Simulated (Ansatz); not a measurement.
Input for Ansatz (a quantum-chemistry and plane-wave program): R-RI-MP2/aug-cc-pVQZ on FCH3Fts, charge -1. Charge -1. Files ending in .json are basis or fitting sets from the Basis Set Exchange.

Ansatz 0.2 input:
```yaml
crystal:
  periodic: [false, false, false]
  atoms:
    - {symbol: F, position_ang: [0.00309800, -0.01889200, -0.01545600]}
    - {symbol: C, position_ang: [-0.00014900, -0.00014000, 1.80785700]}
    - {symbol: H, position_ang: [1.06944900, 0.00170800, 1.80976100]}
    - {symbol: H, position_ang: [-0.53660700, 0.92513300, 1.79693500]}
    - {symbol: H, position_ang: [-0.53260100, -0.92778300, 1.81705800]}
    - {symbol: F, position_ang: [-0.00319100, 0.01997400, 3.63184500]}
basis:
  gaussian:
    orbitals: aug-cc-pVQZ
    fitting: {mean_field: def2-universal-JKFIT, correlation: aug-cc-pVQZ-RIFIT.json}
total_charge: -1
magnetization: {spin_polarized: false}
correlation: {method: mp2, electrons: outside_noble_gas}
scf: {lower_state_search: off}
```

Output:

```
WARN ansatz: RAYON_NUM_THREADS=2 ignored (pool sized by the plan → 2); use --threads N
Functional definition: HF
these checks for a lower state are left out or cut short: stability, starts, cluster_reference, orbital_swaps, neighbouring_geometries, increment
integrals: 0.43 GiB planned
283 factors; integrals over basis functions are off by at most 3.6e0 eV
mean field: 0.69 GiB planned
mean field evaluation 1: about -6490.2494 eV, gradient 1.8e1 eV
mean field evaluation 2: about -6491.1443 eV, gradient 8.4e0 eV
mean field evaluation 4: about -6491.2979 eV, gradient 6.4e-1 eV
mean field -6491.30025868 eV, -238.5508845453 hartree, gradient 1.4e-6 eV, S^2 0.000000; 0 other end points of the search recorded, 0 dependent functions left out
3 core orbitals not correlated
744 factors; their error is unknown
reference -6491.30025868 eV, -238.5508845453 hartree; 11, 11 occupied and 364, 364 virtual orbitals, 744 factors
second order -21.88040169 eV of doubles, -0.00000000 eV of singles
Total energy: -6513.18066037 eV, -239.3549744763 hartree
Checks for a lower state left out: stability, starts, cluster_reference, orbital_swaps, neighbouring_geometries, increment
```

The calculation finished and met its thresholds.

Cost: around 5 core-seconds (rough).
